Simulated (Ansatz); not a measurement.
**BH2SF (SMILES FBS) at CCSDT/STO-3G**

Aim: the vertical singlet–triplet gap of BH2SF at CCSDT/STO-3G, from 2 runs. 

The results are computed with Ansatz 0.2.0.

65 further runs of the same task are left out: 65 set aside as unsound or not needed.

## (1) The structure to begin with

The species is BH2SF (5 atoms), meant as a singlet with charge 0. As SMILES, `FBS`. Geometry: relaxed at PBE0-D4/def2-TZVP. This is one conformer, not always the lowest.

Bond lengths: F1–B2 1.322 Å, B2–S3 1.794 Å, B2–H4 1.194 Å, S3–H5 1.342 Å. Angles: F1–B2–S3 117.9°, F1–B2–H4 119.5°, S3–B2–H4 122.6°, B2–S3–H5 94.9°.

## (2) A single-point energy at CCSDT/STO-3G

File job.yaml:

```yaml
crystal:
  periodic: [false, false, false]
  atoms:
    - {symbol: F, position_ang: [-1.119100, -0.905900, -1.069200]}
    - {symbol: B, position_ang: [-0.412800, -0.339100, -0.106100]}
    - {symbol: S, position_ang: [0.972400, 0.698600, -0.579400]}
    - {symbol: H, position_ang: [-0.712000, -0.530900, 1.033700]}
    - {symbol: H, position_ang: [1.321400, 1.003700, 0.679600]}
basis:
  gaussian: {orbitals: STO-3G}
accuracy: high
correlation: {method: ccsdt, frozen_orbitals: {B: 1, F: 1, H: 0, S: 5}}
scf: {omitted_lower_state_checks: [cluster_reference, increment]}
```

The run is started by

```console
$ ansatz run job.yaml --threads 1 --pin off --max-ram 2610MiB --events-out events.jsonl --progress --plain --runs-dir runs
```

What it wrote (excerpt; [...] marks lines left out):

```text
Warning: RAYON_NUM_THREADS=1 ignored (pool sized by the plan → 1); use --threads N
Functional definition: HF
  name "HF"
[...]
371 factors; integrals over basis functions are off by at most 2.9e-8 eV
[...]
mean field -14063.49182403 eV, -516.8237919559 hartree, gradient 8.2e-9 eV, S^2 0.000000; 0 other end points of the search recorded, 0 dependent functions left out
7 core orbitals not correlated: weight in the atoms' cores, before any rotation towards them, 1.000 or more for the frozen orbitals, at most 0.000 for the correlated occupied ones
reference -14063.49182403 eV, -516.8237919559 hartree; 9, 9 occupied and 5, 5 virtual orbitals, 371 factors
second order -2.38052696 eV of doubles, -0.00000000 eV of singles
cycle   1  -2.69451080 eV  change   -3.1e-1 eV  update   9.3e-2
[...]
cycle  24  -3.14590551 eV  change  -1.9e-10 eV  update  7.3e-10
Total energy: -14066.63772954 eV, -516.9394018510 hartree
Checks for a lower state left out: cluster_reference, increment
```

Run time: 0.4 s. Hardware: 1 thread of Arm Neoverse V1, shared host.

## (3) The triplet, same level

File molecule.yaml:

```yaml
basis:
  gaussian: {orbitals: STO-3G}
crystal:
  periodic: [false, false, false]
  atoms:
    - symbol: F
      position_ang: [-1.119100, -0.905900, -1.069200]
    - symbol: B
      position_ang: [-0.412800, -0.339100, -0.106100]
    - symbol: S
      position_ang: [0.972400, 0.698600, -0.579400]
    - symbol: H
      position_ang: [-0.712000, -0.530900, 1.033700]
    - symbol: H
      position_ang: [1.321400, 1.003700, 0.679600]
magnetization: {spin_polarized: true, initial_magnetization: 2}
correlation: {method: ccsdt, frozen_orbitals: {B: 1, F: 1, H: 0, S: 5}}
accuracy: high
scf: {omitted_lower_state_checks: [cluster_reference, increment]}
```

The run is started by

```console
$ ansatz run molecule.yaml --threads 1 --pin off --max-ram 2610MiB --events-out events.jsonl --progress --plain --runs-dir runs
```

What it wrote (excerpt; [...] marks lines left out):

```text
Warning: RAYON_NUM_THREADS=1 ignored (pool sized by the plan → 1); use --threads N
Functional definition: HF
  name "HF"
[...]
371 factors; integrals over basis functions are off by at most 2.9e-8 eV
[...]
mean field -14057.51616133 eV, -516.6041904022 hartree, gradient 2.1e-8 eV, S^2 2.014225; 4 other end points of the search recorded, 0 dependent functions left out
7 core orbitals not correlated: weight in the atoms' cores, before any rotation towards them, 1.000 or more for the frozen orbitals, at most 0.000 for the correlated occupied ones
reference -14057.51616133 eV, -516.6041904022 hartree; 10, 8 occupied and 4, 6 virtual orbitals, 371 factors
second order -1.70292313 eV of doubles, -0.00000000 eV of singles
cycle   1  -2.08511649 eV  change   -3.8e-1 eV  update   7.4e-2
[...]
cycle  41  -2.48733244 eV  change  -5.3e-10 eV  update   2.0e-9
Total energy: -14060.00349377 eV, -516.6955981833 hartree
Checks for a lower state left out: cluster_reference, increment
```

It took 1.7 s on 1 thread of Arm Neoverse V1, shared host.

## (4) What came out

Level: CCSDT/STO-3G, 7 core orbitals frozen.

```
                                            quantity          value
                               singlet: total energy  -516.93940 Eh
singlet: correlation energy (7 core orbitals frozen)     -115.6 mEh
                              singlet: T1 diagnostic          0.017
                               triplet: total energy  -516.69560 Eh
triplet: correlation energy (7 core orbitals frozen)      -91.4 mEh
          triplet: ⟨S²⟩ of the reference determinant          2.014
                              triplet: T1 diagnostic          0.024
    vertical energy of the triplet above the singlet       6.634 eV
```

**Reading.** At this shape the triplet lies 6.63 eV (153 kcal/mol) above the singlet. In a minimal basis such a difference can be off by several eV, whatever the method.
